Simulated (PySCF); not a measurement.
Coordinates in bohr (charge 0 multiplicity 1):
```
S    -0.6914    0.0000    0.0000
O     0.6910    0.0000    2.3410
O     0.6910    0.0000   -2.3410
```

These are results of PySCF, B3LYP, basis S def2-TZVP, O def2-TZVP (no relativity, density fitting), not measurements.

This geometry of SO₂ is a stationary point at this level.

What is the point group?

C2v.

Is it a minimum?

Yes: all harmonic wavenumbers are real.

List the harmonic modes with their infrared intensities.


| symmetry | ω (cm⁻¹) | IR (km/mol) |
| --- | --- | --- |
| a1 | 522 | 30.0 |
| a1 | 1179 | 31.5 |
| b2 | 1377 | 215 |

Give the atomic charges and bond orders.


```csv
atom,Mulliken,Löwdin,polar tensor,Mayer order to S1
S1,0.66,0.54,1.10,–
"O2,3",-0.33,-0.27,-0.55,1.90
```

In C2v the vibrations span 2a1 + b2. Here b1 is antisymmetric to the molecular plane and b2 lies in it.
